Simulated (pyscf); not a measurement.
Structures and frequencies: ωB97X-D3(BJ)/def2-SVP in PySCF.

### Question
For the elementary gas-phase step ethane (H₃C–CH₃) + Cl–ZnH → H₃C–CH₂–ZnH + hydrogen chloride (HCl) (singlet surface; C–H, Cl–Zn broken, C–Zn, Cl–H formed), what barrier and reaction energy does ωB97M-D3(BJ)/def2-TZVP give, measured from the separated reactants?

### Answer
ΔE‡ = 50.8 kcal/mol, ΔE = +42.8 kcal/mol. Zero-point energy shifts the barrier by -3.0 kcal/mol. It is a four-centre exchange, with an imaginary mode of 941i cm⁻¹. On the product side the descent ends in a complex, 4.2 kcal/mol under the separated species and 10.1 kcal/mol under the saddle at ωB97X-D3(BJ)/def2-TZVP. One saddle was located; it need not be the lowest between these sides. Elements up to Kr have no core potential and no relativistic terms here.
